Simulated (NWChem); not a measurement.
System: SiH$_{3}$ cation

The following NWChem deck was run.

```
start job
memory heap 200 mb stack 900 mb global 1100 mb
charge 1
geometry units angstroms noautosym nocenter noautoz
  Si     0.000000     0.000000     0.000000
  H      1.193346    -0.894765     0.000000
  H     -1.371563    -0.586085     0.000000
  H      0.178217     1.480851     0.000000
end
basis spherical
  Si library def2-svp
  H library def2-svp
end
dft
  xc b3lyp
  iterations 150
  mulliken
end
task dft energy
esp
  recalculate
  probe 0.07
  range 0.3
  factor 1.0
  spacing 0.02
end
task esp
```

Geometry: optimised at PBE-D3(BJ)/def2-SVP. B3LYP is NWChem's, with the RPA form of VWN correlation.

Atomic charges in e: unrestrained fits to the electrostatic potential beside Mulliken populations; the two definitions need not agree.

Atoms are numbered as in the input.

Task: Give the results of this calculation. (B3LYP/def2-SVP.) Quantities: ESP Si1; Mulliken Si1; relative RMS misfit of the potential (%).

Result: 
```json
{
  "ESP Si1": "1.08",
  "Mulliken Si1": "0.76",
  "relative RMS misfit of the potential (%)": "3"
}
```
